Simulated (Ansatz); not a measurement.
## BCl (charge +1): vertical energies of changing the electron count, step by step

With Ansatz's Python interface.

Contents of `bcl.xyz`:
```text
2

B     0.00000    0.00000    0.00000
Cl    0.00000    0.00000    1.88500
```

Run as a notebook:

In [1]:
```python
import ansatz as az
```

In [2]:
```python
def energy_of(molecule, charge=0, unpaired=0):
    calc = molecule.calculation().basis(gaussian='cc-pVTZ').functional('CAM-B3LYP')
    if charge:
        calc = calc.charge(charge)
    if unpaired:
        calc = calc.spin('collinear', total=unpaired)
    return calc.run().report['free_energy_ev']
```

In [3]:
```python
system = az.Crystal.molecule_from_extxyz('bcl.xyz')
```

In [4]:
```python
# delta-SCF style differences, no relaxation
parent = energy_of(system, 1, 1)
cation = energy_of(system, 2, 0)
print(f'E(N)   = {parent:.5f} eV')
print(f'E(N-1) = {cation:.5f} eV  (0 unpaired)')
print(f'vertical ionisation energy {cation - parent:.3f} eV')
other = energy_of(system, 2, 2)
print(f'to the state with 2 unpaired electrons: {other - parent:.3f} eV')
```
```text
E(N)   = -13186.68230 eV
E(N-1) = -13165.64417 eV  (0 unpaired)
vertical ionisation energy 21.038 eV
to the state with 2 unpaired electrons: 20.430 eV
```

What to keep in mind:
- Total energies depend on the basis set; only differences at equal settings carry meaning.
- The geometry is a force-field or estimated start, not a minimum of this method, and the basis set is short of its limit. All parts are taken at fixed geometry, without zero-point energy. At an unrelaxed start these energies can be a whole eV from those at the minimum, and a small affinity can change sign.
- The species is open-shell (spin multiplicity 2).
- Only the spin states typed were run; another state of an ion can lie lower, by up to an eV or two.
- The spin state was assumed, and another may lie lower.
- It ran for 6.1 s on 1 thread of Arm Neoverse N1, with other jobs on the host, peak memory 0.17 GiB.
